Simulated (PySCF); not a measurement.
Below is a simulated gas-phase Cl 2p photoelectron spectrum of `[Cl][Mg][Cl]`.

Every computed line was given a Gaussian of 0.4 eV full width at half maximum and an area set by the number of equivalent atoms (split 2:1 within a doublet); the highest printed point is 100. Method used: delta-SCF UKS SCAN, pcX-2 on the ionised atom, pcseg-1 elsewhere, spin-free X2C in PySCF.

binding energy (eV), intensity and a bar:
```
    204.9          1 
    205.0          3 #
    205.1         12 ####
    205.2         34 ##########
    205.3         69 #####################
    205.4         99 ##############################
    205.5        100 ##############################
    205.6         72 #####################
    205.7         36 ###########
    205.8         13 ####
    205.9          3 #
    206.0          1 
    206.1          0 
    206.2          0 
    206.3          0 
    206.4          0 
    206.5          0 
    206.6          1 
    206.7          3 #
    206.8         10 ###
    206.9         25 #######
    207.0         43 #############
    207.1         52 ################
    207.2         45 #############
    207.3         27 ########
    207.4         12 ####
    207.5          4 #
    207.6          1 
    207.7          0
```

Task: Count the maxima, the lines and the sites behind this envelope.

Result: The curve has 2 maxima (at 205.5 and 207.1 eV). Under it lie 2 lines from 1 inequivalent chlorine site, drawn as a 2p3/2, 2p1/2 pair.

Task: Decompose the envelope and assign each component. Bonds: Mg1–Cl2, Mg1–Cl3.

Result: 
```json
{"position (eV)": "205.45", "relative area": "1.33", "line": "Cl 2p3/2", "atoms": "Cl2/Cl3", "environment": "chlorine bonded to Mg"}
{"position (eV)": "207.11", "relative area": "0.67", "line": "Cl 2p1/2", "atoms": "Cl2/Cl3", "environment": "chlorine bonded to Mg"}
```

Task: What are the centre and the root-mean-square width of the whole band?

Result: The area-weighted mean of the lines is 206.00 eV. Their own spread about it is 0.78 eV (rms) and each Gaussian has σ = 0.4/2.355 = 0.17 eV; the variances add, which gives 0.80 eV.

No satellites, vibrations or lifetime broadening are included. Atoms equivalent by their bonding share one computed value, that of the first of them. The 2p values aren't plain energy differences: one relaxed spin-free 2p hole is combined with a matrix within the shell (ground-state 2p orbital-energy differences and spin–orbit coupling). 2p3/2, the mean of its two sublevels, lies a third of the splitting below the shell's mean and 2p1/2 two thirds above it; the statistical areas are 2:1. 2p1/2 minus 2p3/2 (ligand field included): Cl 1.65 eV. Geometry: PBE0-D3(BJ)/def2-SVP; no solvent, vibrations or thermal averaging.
